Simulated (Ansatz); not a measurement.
**Worked example: the enthalpy of formation of NO2F (nitryl fluoride)**

NO2F has 4 atoms, charge 0, and is taken as a singlet. As SMILES, `O=[N+]([O-])F`. The coordinates come from a PBE0-D4/def2-TZVP relaxation.

Total energies at CCSD(T)/cc-pVTZ, 4 core orbitals frozen (Ansatz 0.2.0); the atoms run unrestricted:

```
species    state  energy (Eh)
   NO2F  singlet  -304.505200
      O  triplet   -74.973962
      N  quartet   -54.514707
      F  doublet   -99.620361
```

Harmonic wavenumbers at PBE0-D4/def2-TZVP, in cm⁻¹: 597, 621, 796, 867, 1412, 1924.

Measured heats of formation of the gaseous atoms at 298.15 K, in kJ/mol: O 249.2, N 472.4, F 79.4. Spin-orbit lowering of the atoms at 298 K (mean of the ground term's levels less their thermal mean, from spectra), in kJ/mol: O 0.40, F 1.29. Take 1 Eh = 2625.50 kJ/mol, 1 cm⁻¹ = 0.0119627 kJ/mol, RT = 2.479 kJ/mol.

Task: Work out the heat of formation of the gas at 298 K.

Result: 
1. Electronic atomisation energy: 2 × (-74.973962) + (-54.514707) + (-99.620361) − (-304.505200) = 0.422208 Eh = 1108.5 kJ/mol.
2. Zero-point energy: half the sum of the wavenumbers, 3108.5 cm⁻¹ = 37.2 kJ/mol.
3. Thermal vibrational enthalpy, Σ hcν̃/(exp(hcν̃/kT) − 1): 1.2 kJ/mol. Translation, rotation and pV of a non-linear molecule: 4 RT = 9.9 kJ/mol.
4. The 4 free atoms carry 5/2 RT each: 24.8 kJ/mol.
5. Spin-orbit coupling lowers the free atoms by 2 × 0.40 + 1.29 = 2.1 kJ/mol.
6. Atomisation enthalpy at 298 K: 1108.5 − 2.1 − 37.2 − 1.2 − 9.9 + 24.8 = 1082.9 kJ/mol.
7. Sum of the atoms' heats of formation: 1050.2 kJ/mol. Heat of formation: 1050.2 − 1082.9 = -32.7 kJ/mol.

The tabulated value is -108.8 kJ/mol (NIST-JANAF tables), so this level is off by +76.1 kJ/mol, or 6.6 % of the atomisation enthalpy that the table implies (1159.0 kJ/mol). Coupled cluster needs large bases for atomisation: in a finite one the molecule is underbound. Anharmonicity and any spin-orbit splitting of the molecule are left out, and cores are frozen in the wave-function part.
